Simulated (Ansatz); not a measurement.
# Wavefunction methods compared: N2 (charge +1), doublet

Calculated in Ansatz's Gaussian-basis code; BCCD by scripts on PySCF. Basis STO-3G, 2 core orbitals frozen, nonrelativistic. Perturbation and coupled-cluster methods stand on the Hartree–Fock determinant that coupled cluster favours; RHF here means ROHF, with semicanonical perturbation theory. The state met can change along the bond. A minimal or small basis: far from the basis limit. The unrestricted determinant is a mixture of spins, so it may stand for another state.

Correlation energy of CCSD(T), then each method's total less that of CCSD(T), in eV:

```tsv
case	E corr CCSD(T)	CCSD	BCCD	BCCD(T)	determinant
1.060 Å RHF	-5.228	+0.084	+0.089	+0.005	0.13 eV over the lowest such Hartree–Fock solution met
1.228 Å RHF	-6.395	+0.141	+0.153	+0.008	0.39 eV over the lowest such Hartree–Fock solution met
1.953 Å UHF	-1.151	+0.062	+0.059	-0.042	⟨S²⟩ = 2.745
2.902 Å UHF	-0.558	+0.009	-0.008	-0.015	⟨S²⟩ = 2.750
3.181 Å RHF	-9.602	–	–	–	–
3.181 Å UHF	-0.561	+0.003	-0.001	-0.003	⟨S²⟩ = 2.750
3.404 Å UHF	-0.562	+0.001	0.000	-0.001	⟨S²⟩ = 2.750
```

Task: How far does full CI lie from CCSD(T) in each case, and where is CCSD(T) within 1 kcal/mol (0.043 eV)?

Result: 1.060 Å RHF: -0.107 eV (outside); 1.228 Å RHF: -0.174 eV (outside); 1.953 Å UHF: -0.026 eV (within, spin-contaminated determinant); 2.902 Å UHF: -0.129 eV (outside, spin-contaminated determinant); 3.181 Å RHF: -3.562 eV (outside, other state); 3.181 Å UHF: -0.077 eV (outside, spin-contaminated determinant); 3.404 Å UHF: -0.046 eV (outside, spin-contaminated determinant).

Task: Which method comes nearest to full CI in total energy for 1.228 Å RHF?

Result: CCSD(T), 0.174 eV away; next BCCD(T) (0.182 eV), last BCCD (0.327 eV).

Several Brueckner solutions were met. Coupled cluster and full CI may stand on different states here.
